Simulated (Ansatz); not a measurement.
# One shape, several levels: CH2FO (SMILES [O]CF)

Wanted: a comparison of 6 runs (U-r2SCAN/STO-3G, UCAM-B3LYP/STO-3G, UHSE06/STO-3G, UPBE/STO-3G, UBCCD(T)/STO-3G, UCCSD(T)/STO-3G) of CH2FO. 

The calculation is run with Ansatz 0.2.0.

56 further runs of the same task are left out: 56 set aside as unsound or not needed.

## Step 1: The molecule

CH2FO has 5 atoms, charge 0, and is taken as a doublet. As SMILES, `[O]CF`. The H4–C2 distance was set to 2.219 Å, away from the relaxed value. At this shape a bond of the SMILES string is far longer than usual.

Bond lengths: O1–C2 1.303 Å, C2–F3 1.376 Å, C2–H5 1.109 Å. Angles: O1–C2–F3 115.4°, O1–C2–H5 109.4°, F3–C2–H5 107.5°.

## Step 2: A single-point energy at U-r2SCAN/STO-3G (run 1)

Contents of input.yaml:

```yaml
crystal:
  periodic: [false, false, false]
  atoms:
    - {symbol: O, position_ang: [-1.019402, 1.115182, 1.232188]}
    - {symbol: C, position_ang: [0.093698, 0.900182, 0.589188]}
    - {symbol: F, position_ang: [1.208798, 0.737782, 1.379388]}
    - {symbol: H, position_ang: [-0.112900, -0.924800, -0.655200]}
    - {symbol: H, position_ang: [0.292798, 1.747982, -0.098112]}
basis:
  gaussian:
    orbitals: STO-3G
magnetization:
  spin_polarized: true
  initial_magnetization: 1
hamiltonian:
  xc: {name: r2SCAN}
accuracy: high
```

Launch:

```console
$ ansatz run input.yaml --threads 1 --pin off --max-ram 2610MiB --events-out events.jsonl --progress --plain --runs-dir runs
```

The program printed:

```text
Warning: RAYON_NUM_THREADS=1 ignored (pool sized by the plan → 1); use --threads N
Functional definition: r2SCAN
  name "r2SCAN"
  parameter k0 = 0.174
  parameter k1 = 0.065
  parameter a1 = 4.9479
  exchange = r2scan_x(k0 = k0, k1 = k1, a1 = a1)
  correlation = r2scan_c
297 factors; integrals over basis functions are off by at most 3.5e-8 eV
mean field evaluation 1: about -5742.8073 eV, gradient 2.0e1 eV
mean field evaluation 2: about -5715.8310 eV, gradient 7.4e1 eV
mean field evaluation 4: about -5745.4727 eV, gradient 5.6e0 eV
mean field evaluation 8: about -5745.6250 eV, gradient 1.8e-1 eV
mean field evaluation 16: about -5745.6267 eV, gradient 1.8e-4 eV
mean field -5745.62673072 eV, -211.1478878283 hartree, gradient 8.9e-8 eV, S^2 0.803235; 2 other end points of the search recorded, 0 dependent functions left out
reference -5745.62673140 eV, -211.1478878531 hartree; 13, 12 occupied and 4, 5 virtual orbitals, 297 factors
Total energy: -5745.62673140 eV, -211.1478878531 hartree
```

It took 3.9 s on 1 thread of Arm Neoverse V2, shared host; peak memory 0.21 GiB.

## Step 3: The energy at UCAM-B3LYP/STO-3G (run 2)

Contents of run.yaml:

```yaml
crystal:
  periodic: [false, false, false]
  atoms:
    - {symbol: O, position_ang: [-1.019402, 1.115182, 1.232188]}
    - {symbol: C, position_ang: [0.093698, 0.900182, 0.589188]}
    - {symbol: F, position_ang: [1.208798, 0.737782, 1.379388]}
    - {symbol: H, position_ang: [-0.112900, -0.924800, -0.655200]}
    - {symbol: H, position_ang: [0.292798, 1.747982, -0.098112]}
basis:
  gaussian:
    orbitals: STO-3G
magnetization:
  spin_polarized: true
  initial_magnetization: 1
hamiltonian:
  xc: {name: CAM-B3LYP}
accuracy: high
```

Launch:

```console
$ ansatz run run.yaml --threads 1 --pin off --max-ram 2610MiB --events-out events.jsonl --progress --plain --runs-dir runs
```

The program printed, shortened:

```text
Warning: RAYON_NUM_THREADS=1 ignored (pool sized by the plan → 1); use --threads N
Functional definition: CAM-B3LYP
  name "CAM-B3LYP"
[...]
297 factors; integrals over basis functions are off by at most 3.5e-8 eV
146 factors; integrals over basis functions are off by at most 5.5e-10 eV
[...]
mean field -5744.43954574 eV, -211.1042595848 hartree, gradient 8.2e-8 eV, S^2 0.868593; 2 other end points of the search recorded, 0 dependent functions left out
reference -5744.43955680 eV, -211.1042599915 hartree; 13, 12 occupied and 4, 5 virtual orbitals, 297 factors
Total energy: -5744.43955680 eV, -211.1042599915 hartree
```

Wall time 2 s (1 thread of Arm Neoverse V2, shared host); peak memory 0.12 GiB.

Runs 3 to 5 aren't shown in full; the table further down has their settings and results.

## Step 4: The energy at UCCSD(T)/STO-3G (run 6)

Contents of input.yaml:

```yaml
crystal:
  periodic: [false, false, false]
  atoms:
    - symbol: O
      position_ang: [-1.019402, 1.115182, 1.232188]
    - symbol: C
      position_ang: [0.093698, 0.900182, 0.589188]
    - symbol: F
      position_ang: [1.208798, 0.737782, 1.379388]
    - symbol: H
      position_ang: [-0.112900, -0.924800, -0.655200]
    - symbol: H
      position_ang: [0.292798, 1.747982, -0.098112]
basis:
  gaussian:
    orbitals: STO-3G
magnetization:
  spin_polarized: true
  initial_magnetization: 1
correlation:
  method: ccsd_t
  frozen_orbitals: {C: 1, F: 1, H: 0, O: 1}
accuracy: high
scf:
  omitted_lower_state_checks: [cluster_reference, increment]
```

Launch:

```console
$ ansatz run input.yaml --threads 1 --pin off --max-ram 2610MiB --events-out events.jsonl --progress --plain --runs-dir runs
```

The program printed:

```text
Warning: RAYON_NUM_THREADS=1 ignored (pool sized by the plan → 1); use --threads N
[... 15 lines left out ...]
3 core orbitals not correlated: weight in the atoms' cores, before any rotation towards them, 1.000 or more for the frozen orbitals, at most 0.000 for the correlated occupied ones
[... 46 lines left out ...]
Total energy: -5725.94563454 eV, -210.4246208839 hartree
Checks for a lower state left out: cluster_reference, increment
```

Run time: 0.38 s. Hardware: 1 thread of Arm Neoverse V2, shared host.

## Step 5: All runs side by side

| run | level | frozen core orbitals | energy (Eh) | ⟨S²⟩ | wall time |
| --- | --- | --- | --- | --- | --- |
| 1 | U-r2SCAN/STO-3G | – | -211.147888 | 0.803 | 3.9 s |
| 2 | UCAM-B3LYP/STO-3G | – | -211.104260 | 0.869 | 2 s |
| 3 | UHSE06/STO-3G | – | -211.007647 | 0.844 | 2.1 s |
| 4 | UPBE/STO-3G | – | -210.997165 | 0.767 | 1.6 s |
| 5 | UBCCD(T)/STO-3G | 3 | -210.425223 | 1.375 | 0.5 s |
| 6 | UCCSD(T)/STO-3G | 3 | -210.424621 | 1.375 | 0.38 s |

## Step 6: Outcome

| quantity | value |
| --- | --- |
| run 6: total energy | -210.42462 Eh |
| run 6: correlation energy (3 core orbitals frozen) | -146.1 mEh |
| run 6: (T) correction | -5.10 mEh |
| run 6: ⟨S²⟩ of the reference determinant | 1.375 |
| run 6: T1 diagnostic | 0.068 |

In words: Totals of different functionals can't be ranked against each other. In runs 1, 2, 3, 4, 5, 6 the basis is minimal, so the values are rough. Spin contamination of the reference: run 5 ⟨S²⟩ = 1.38, run 6 ⟨S²⟩ = 1.38, run 2 ⟨S²⟩ = 0.87. Where it is this large, the reference is a mixture of spin states, and values that rest on it are in doubt. All runs together took 11 s, the longest 3.9 s.
